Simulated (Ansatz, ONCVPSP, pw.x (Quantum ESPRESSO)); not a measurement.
**From atom to crystal: ONCV potential for La**

- Element: lanthanum
- Generator: ONCVPSP 4.0.1.1 (patched build)
- Type: optimised norm-conserving Vanderbilt (ONCV)
- Functional: LDA (Perdew-Wang 92)
- Relativity: scalar-relativistic
- Frozen core: [Kr] 4d10
- Valence charge: 11
- Reference configuration: 5s2 5p6 5d1 6s2
- Partial waves: 5s+6s: rc 2.70 bohr, ncon 4, nbas 8, qcut 5.8 1/bohr, 2 projectors; 5p: rc 2.10 bohr, ncon 5, nbas 8, qcut 4.1 1/bohr, 2 projectors, debl 1.2 Ha; 5d: rc 3.60 bohr, ncon 4, nbas 9, qcut 4.4 1/bohr, 2 projectors, debl 3.8 Ha; f scattering state at 0.14 Ha: rc 3.60 bohr, ncon 3, nbas 7, qcut 3.2 1/bohr, 2 projectors, debl 0.9 Ha
- Local potential: polynomial inside 1.80 bohr (lpopt 5, dvloc0 2 Ha)
- Core correction: none

In the f channel the program set the typed energies aside and used -0.169, 0.731 Ha.

Atomic tests: cutoffs needed: 32 Ha and 42 Ha (the cutoffs (Ha) at which the residual kinetic energy of the hardest occupied pseudo-wave falls to 1 and 0.1 mHa per electron); ghost test: no bound ghost flagged; GHOST(+) flagged for s at 111.8 eV; largest excitation error: +7.2 meV (all-electron minus pseudo) for 5s2 5p6 5d0 6s0, out of 4 test configurations.

Crystal test: bcc La in pw.x 7.5, no spin, 11³ k-points, Fermi–Dirac smearing 0.01 Ry, cutoffs 100/400 Ry. The reference is all-electron LAPW (Ansatz 0.2.0) with the same functional, mesh and smearing; V0 and B0 come from Birch–Murnaghan fits to the pressures at five volumes. Errors are pseudo minus all-electron; Δ is the rms difference of the E(V) curves that follow from these fits, minima aligned, over ±6 % about the mean V0. Mesh and smearing are coarse, so the numbers serve the comparison and aren't converged zero-temperature values; the lattice is a test structure that the element need not adopt.

```
V (Å³/atom)  P all-electron (GPa)  P pseudo (GPa)
     31.685                  1.53           -2.54
     32.519                  0.71           -2.70
     33.353                 -0.04           -2.91
     34.187                 -0.73           -3.16
     35.021                 -1.37           -3.44
```

All-electron: a0 = 4.054 Å (V0 = 33.31 Å³/atom), B0 = 29.0 GPa.

Pseudopotential: mean pressure error (GPa): -2.97. The pressure does not cross zero within the volumes sampled, so no fit is given. The largest radius (3.60 bohr) exceeds half the bond length (3.32 bohr), so the spheres overlap, which is one possible source of error among others. This is a poor potential for the solid. The atomic tests give no hint of an error of this size, and its cause was not traced.

At the middle volume, how do free energy and pressure move when the wave cutoff is lowered (ecutrho kept at four times it)?

```
cutoff (Ry)  shift of F (meV/atom)  shift of P (GPa)
         45                 +247.7             -0.58
         60                 +201.4             -1.50
         80                  +33.9             -1.17
```

The run at the middle volume (56 k-points, 8 iterations) took about 1.9 min on one core of a shared host (Neoverse-N1, 64 threads, 124 GiB, load 49).
